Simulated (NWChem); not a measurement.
# C₃H₇ cation

```xyz
10

C      1.2837     0.0140     0.1933
C      0.0000     0.0000    -0.4533
C     -1.2837    -0.0140     0.1933
H      2.0331    -0.6180    -0.3385
H      1.2815    -0.1110     1.2911
H      1.6783     1.0449    -0.0592
H      0.0000     0.0000    -1.5646
H     -1.6783    -1.0449    -0.0592
H     -2.0331     0.6180    -0.3385
H     -1.2815     0.1110     1.2911
```
Atoms are numbered in this order, from 1.

All runs: NWChem. Pople sets run with spherical d functions. Geometry: optimised at PBE-D3(BJ)/def2-SVP. Atomic charges in e: unrestrained fits to the electrostatic potential beside Mulliken populations; buried atoms are poorly determined by the fit.

For level B3LYP/def2-SVP:

```
Quantity     Value
-----------  -----
Mulliken C1   0.01
ESP C2        0.44
Mulliken C2  -0.01
Mulliken C3   0.01
```

Estimate the same quantities for level Hartree-Fock/6-31G*.

The Mulliken C1 is -0.65 and the ESP C2 is 0.60. The Mulliken C2 is 0.18 and the Mulliken C3 comes out as -0.65.
